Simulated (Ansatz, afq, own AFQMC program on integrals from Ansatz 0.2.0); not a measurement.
**SiHO, quartet in cc-pVDZ, levels against CCSDT(Q)**

```csv
atom,x (Å),y (Å),z (Å)
Si,0.0000,-0.0944,0.5921
O,0.0000,0.0915,-1.1262
H,0.0000,1.1795,1.3768
```

Connectivity, by distances: SiH–O.

Basis cc-pVDZ. Noble-gas cores (and the filled d shells of Ga–Kr and In–Xe) are frozen. AFQMC by an in-house program on the Cholesky factors that Ansatz 0.2.0 writes for its CCSD(T) run. The CISD trial takes its coefficients from CCSD amplitudes. Released means that phaseless walkers are propagated on without the constraint, phases kept. Free AFQMC starts from the CCSD state and is never constrained. Its projection time is finite, and what remains of the start isn't in its error. Error bars are statistical, one sigma.

Determinant: UHF, the one that the program's search chose, which needn't be the lowest solution. The geometry is a point of a scan.

No full CI on the walks' own integrals is used here; CCSDT(Q) serves as the reference and is uncertain by about the last step of the cluster series.

Cautions: lower spins were not checked.

- T1 diagnostic: 0.0216
- weight of the determinant in the CISD state: 0.905
- ⟨S²⟩ of the determinant: 3.762
- size of the correlated space: 11 electrons in 31 orbitals

```tsv
level	correlation energy (eV)
MP2	-5.4310
CCSD	-6.1679
CCSD(T)	-6.3018
```

**Question.** Estimate where AFQMC with the constraint released lies against CCSD(T) on the same integrals.

**Answer.** 3.4 ± 1.4 kJ/mol below CCSD(T).

Reference: CCSDT(Q), correlation energy -6.342 eV. The released energy is read at 1.62 1/Eh, later times being too noisy (meV from the phaseless value at times in 1/Eh: -30 ± 14 at 0.24, -35 ± 13 at 0.51, -26 ± 12 at 0.99, -32 ± 14 at 1.62, -48 ± 24 at 2.40).

```tsv
level	E − E(reference) (kJ/mol)	share of correlation (%)
CCSD(T)	3.9	99.37
CCSDT	1.2	99.80
ph-AFQMC/HF	10.7 ± 5.4	98.25
ph-AFQMC/CISD	3.6 ± 1.0	99.42
released AFQMC	0.5 ± 1.4	99.92
free AFQMC	0.5 ± 1.1	99.92
```

Free projections are given only where their last times agree within the noise and don't stop above the reference; a slow remainder of the start can still hide under it. A walk keeps the symmetry of its determinant, which the program's search chose and which needn't be the lowest solution, so a lower state of the same spin and another symmetry isn't excluded. Released energies are given only where the last usable release times agree within the noise; a slower fall can still hide under it.
